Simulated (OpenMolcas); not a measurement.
# One shape, several levels: doublet [SiH2]−

Aim: a comparison of 6 runs (UHF/3-21G, U-revPBE/aug-cc-pVTZ, UB3LYP/aug-cc-pVTZ, UBHLYP/aug-cc-pVTZ, UM06-2X/aug-cc-pVTZ, USVWN5/aug-cc-pVTZ) of doublet [SiH2]−. 

The results are computed with OpenMolcas 26.06.

## (1) The structure to begin with

[SiH2]−: 3 atoms, total charge -1, spin state doublet. As SMILES of the parent species, `[SiH2]`. Geometry: relaxed at PBE0-D4/def2-TZVP. That shape belongs to the parent species and isn't relaxed for this state.

Bond lengths: Si1–H2 1.525 Å, Si1–H3 1.525 Å. Angles: H2–Si1–H3 91.2°.

## (2) A single-point energy at UHF/3-21G (run 1)

The input, job.input:

```
>>> EXPORT MOLCAS_PRINT=2

&GATEWAY
 BasLib=$CurrDir
 Coord
 3
 bohr
 Si    -0.92823347     0.88552566    -0.40364550
 H      1.58793686     1.09339554     0.98738190
 H     -0.65970339    -1.97892120    -0.58373640
 Basis=3-21G
 Group=NoSym

&SEWARD

&SCF
 UHF
 Charge=-1
 Spin=2
 Thresholds=1e-10 1e-07 1e-07 1e-05
 PrOrbitals=1 2
```

The basis set 3-21G is read from a file made from the Basis Set Exchange's data (not shown).

Command:

```sh
$ export MOLCAS_MEM=1860
$ pymolcas job.input > job.log
```

Log:

```text
--- Start Module: gateway ---
[...]
--- Stop Module: gateway /rc=_RC_ALL_IS_WELL_ ---
--- Start Module: seward ---
[...]
      Basis functions           17
--- Stop Module: seward /rc=_RC_ALL_IS_WELL_ ---
[...]
--- Start Module: scf ---
[...]
       Convergence after  15 Iterations
[...]
::    Total SCF energy                               -288.4969838227
[...]
      Total spin, S                                     0.5040211208
[...]
      Total electronic charge=   17.000000
      Total            charge=   -1.000000
[...]
      Dipole Moment (debye):
      Origin of the operator (angstrom)=   -0.4417    0.4214   -0.1921
                   X=  3.3258E-01               Y= -3.1717E-01               Z=  1.4464E-01           Total=  4.8180E-01
      Center of Charge (angstrom)
[...]
--- Stop Module: scf /rc=_RC_ALL_IS_WELL_ ---
[...]
```

Wall time 2.8 s (1 thread of AMD EPYC 7R43 (Zen 3), shared host); peak memory 0.37 GiB.

## (3) The energy at U-revPBE/aug-cc-pVTZ (run 2)

The input, calc.input:

```
* H2Si Kohn-Sham DFT

&GATEWAY
  BASLIB=$CurrDir
  COORD
  3
  angstrom
  Si      -0.491200       0.468600      -0.213600
  H        0.840300       0.578600       0.522500
  H       -0.349100      -1.047200      -0.308900
  BASIS=aug-cc-pVTZ
  GROUP=NoSym

&SEWARD
  GRIDINPUT
  Grid=UltraFine
  End of Grid

&SCF
  UHF
  CHARGE=-1
  SPIN=2
  KSDFT=revPBE
  THRESHOLDS=1e-10 1e-07 1e-07 1e-05
  PRORBITALS=1 1
```

The basis set aug-cc-pVTZ is read from a file made from the Basis Set Exchange's data (not shown).

Command:

```sh
$ export MOLCAS_MEM=1860
$ pymolcas calc.input > calc.log
```

Log:

```text
--- Start Module: gateway ---
[...]
--- Stop Module: gateway /rc=_RC_ALL_IS_WELL_ ---
--- Start Module: seward ---
[...]
      Basis functions           96
--- Stop Module: seward /rc=_RC_ALL_IS_WELL_ ---
[...]
--- Start Module: scf ---
[...]
       Convergence after  17 Iterations
[...]
::    Total KS-DFT energy                            -290.6039235583
[...]
      Total spin, S                                     0.5034664190
[...]
      Total electronic charge=   17.000000
      Total            charge=   -1.000000
[...]
      Dipole Moment (debye):
      Origin of the operator (angstrom)=   -0.4417    0.4214   -0.1921
                   X=  9.2667E-02               Y= -8.8318E-02               Z=  4.0306E-02           Total=  1.3421E-01
      Center of Charge (angstrom)
[...]
--- Stop Module: scf /rc=_RC_ALL_IS_WELL_ ---
[...]
```

Wall time 39 s (1 thread of AMD EPYC 7R43 (Zen 3), shared host); peak memory 0.53 GiB.

Run 3 isn't shown in full; the table further down has it.

## (4) A single-point energy at UBHLYP/aug-cc-pVTZ (run 4)

The input, mol.inp:

```
&GATEWAY
 BasLib=$CurrDir
 Coord
 3
 angstrom
 Si      -0.491200       0.468600      -0.213600
 H        0.840300       0.578600       0.522500
 H       -0.349100      -1.047200      -0.308900
 Basis=aug-cc-pVTZ
 Group=NoSym

&SEWARD
 GridInput
 Grid=UltraFine
 End of Grid

&SCF
 UHF
 Charge=-1
 Spin=2
 KSDFT=HYB_GGA_XC_BHANDHLYP
 Thresholds=1e-10 1e-07 1e-07 1e-05
 PrOrbitals=1
```

The basis set aug-cc-pVTZ is read from a file made from the Basis Set Exchange's data (not shown).

Command:

```sh
$ export MOLCAS_MEM=1860
$ pymolcas mol.inp > mol.log
```

Log:

```text
--- Start Module: gateway ---
[...]
--- Stop Module: gateway /rc=_RC_ALL_IS_WELL_ ---
--- Start Module: seward ---
[...]
      Basis functions           96
--- Stop Module: seward /rc=_RC_ALL_IS_WELL_ ---
[...]
--- Start Module: scf ---
[...]
       Convergence after  17 Iterations
[...]
::    Total KS-DFT energy                            -290.6560627450
[...]
      Total spin, S                                     0.5039026658
[...]
      Total electronic charge=   17.000000
      Total            charge=   -1.000000
[...]
      Dipole Moment (debye):
      Origin of the operator (angstrom)=   -0.4417    0.4214   -0.1921
                   X=  7.7286E-02               Y= -7.3637E-02               Z=  3.3619E-02           Total=  1.1192E-01
      Center of Charge (angstrom)
[...]
--- Stop Module: scf /rc=_RC_ALL_IS_WELL_ ---
[...]
```

Run time: 41 s. Hardware: 1 thread of AMD EPYC 7R43 (Zen 3), shared host; peak memory 0.53 GiB.

Run 5 isn't shown in full; the table further down has it.

## (5) The energy at USVWN5/aug-cc-pVTZ (run 6)

The input, geom.xyz:

```xyz
3

Si    -0.491200     0.468600    -0.213600
H      0.840300     0.578600     0.522500
H     -0.349100    -1.047200    -0.308900
```

The input, job.inp:

```
* H2Si Kohn-Sham DFT

&GATEWAY
  BASLIB=$CurrDir
  COORD=geom.xyz
  BASIS=aug-cc-pVTZ
  GROUP=NoSym

&SEWARD
  GRIDINPUT
  Grid=UltraFine
  End of Grid

&SCF
  UHF
  CHARGE=-1
  SPIN=2
  KSDFT=SVWN5
  THRESHOLDS=1e-10 1e-07 1e-07 1e-05
  PRORBITALS=1 2
```

The basis set aug-cc-pVTZ is read from a file made from the Basis Set Exchange's data (not shown).

Command:

```sh
$ export MOLCAS_MEM=1860
$ pymolcas job.inp > job.log
```

Log:

```text
--- Start Module: gateway ---
[...]
--- Stop Module: gateway /rc=_RC_ALL_IS_WELL_ ---
--- Start Module: seward ---
[...]
      Basis functions           96
--- Stop Module: seward /rc=_RC_ALL_IS_WELL_ ---
[...]
--- Start Module: scf ---
[...]
       Convergence after  17 Iterations
[...]
::    Total KS-DFT energy                            -289.4801728823
[...]
      Total spin, S                                     0.5012018720
[...]
      Total electronic charge=   17.000000
      Total            charge=   -1.000000
[...]
      Dipole Moment (debye):
      Origin of the operator (angstrom)=   -0.4417    0.4214   -0.1921
                   X=  3.7382E-02               Y= -3.5583E-02               Z=  1.6265E-02           Total=  5.4112E-02
      Center of Charge (angstrom)
[...]
--- Stop Module: scf /rc=_RC_ALL_IS_WELL_ ---
[...]
```

Wall time 28 s (1 thread of AMD EPYC 7R43 (Zen 3), shared host); peak memory 0.53 GiB.

## (6) The series

```
run                 level  integration grid  energy (Eh)  HOMO energy (eV)  LUMO energy (eV)   ⟨S²⟩  wall time
  1             UHF/3-21G                 –  -288.496984             -0.85              8.21  0.758      2.8 s
  2  U-revPBE/aug-cc-pVTZ         UltraFine  -290.603924              1.46              2.70  0.757       39 s
  3    UB3LYP/aug-cc-pVTZ         UltraFine  -290.687176              0.93              2.97  0.755       42 s
  4    UBHLYP/aug-cc-pVTZ         UltraFine  -290.656063              0.14              3.45  0.758       41 s
  5   UM06-2X/aug-cc-pVTZ         UltraFine  -290.631861              0.17              2.76  0.755       56 s
  6    USVWN5/aug-cc-pVTZ         UltraFine  -289.480173              1.40              2.21  0.752       28 s
```

## (7) What came out

| quantity | value |
| --- | --- |
| run 6: total energy | -289.48017 Eh |
| run 6: HOMO energy (highest over α and β) | 1.40 eV |
| run 6: LUMO energy (lowest over α and β) | 2.21 eV |
| run 6: ⟨S²⟩ | 0.752 |

In words: Totals of different functionals can't be ranked against each other. In runs 2, 3, 4, 5, 6 the HOMO lies above zero, so the outermost electron may be held by the basis alone. All runs together took 3.5 min, the longest 56 s.
